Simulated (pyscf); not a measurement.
Thermochemistry of product channels of Cl–BH–Cl + HF on the singlet surface, in kcal/mol, from ωB97M-D3(BJ)/def2-TZVP energies (ideal gas, 1 atm, RRHO with modes under 100 cm⁻¹ raised to 100, one conformer, R ln 2 for rigid chiral ones). Single points on ωB97X-D3(BJ)/def2-SVP structures (PySCF, gas phase).

```json
[
 {"products": "HCl + F–BH–Cl", "ΔE": "-14.8", "ΔH(298 K)": "-15.5", "ΔG(298 K)": "-16.1", "ΔG(900 K)": "-16.8"},
 {"products": "F–B(Cl)–Cl + H₂", "ΔE": "-28.2", "ΔH(298 K)": "-31.1", "ΔG(298 K)": "-29.4", "ΔG(900 K)": "-26.7"}
]
```

These are energies of the channels, which say nothing of barriers.
